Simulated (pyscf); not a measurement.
Single points on ωB97X-D3(BJ)/def2-SVP structures (PySCF, gas phase).

Question: H₃C–Zn–NH₂ + ammonia (NH₃) → methane (CH₄) + H₂N–Zn–NH₂
Surface: singlet. Broken: C–Zn, H–N. Formed: C–H, N–Zn. Give ΔE‡ and ΔE from ωB97M-D3(BJ)/def2-TZVP, relative to the separated reactants.

Answer: ΔE‡ = 1.24 eV, ΔE = -0.32 eV. Zero-point energy shifts the barrier by -0.06 eV. It is a four-centre exchange, with an imaginary mode of 1570i cm⁻¹. On the reactant side the descent ends in an adduct with a N–Zn contact (not fully relaxed), 0.51 eV under the separated species and 1.71 eV under the saddle at ωB97X-D3(BJ)/def2-TZVP. What is counted as formed (N–Zn) is already present as a longer contact in the reactant adduct; forming that adduct is a step of its own. The same reactants have a lower exit, to H₃C–Zn–NH₂ + NH₃ (barrier +0.20 eV at ωB97M-D3(BJ), against +1.24 eV here). This is the saddle that the search found; another between the same sides may lie lower. Elements up to Kr have no core potential and no relativistic terms here.
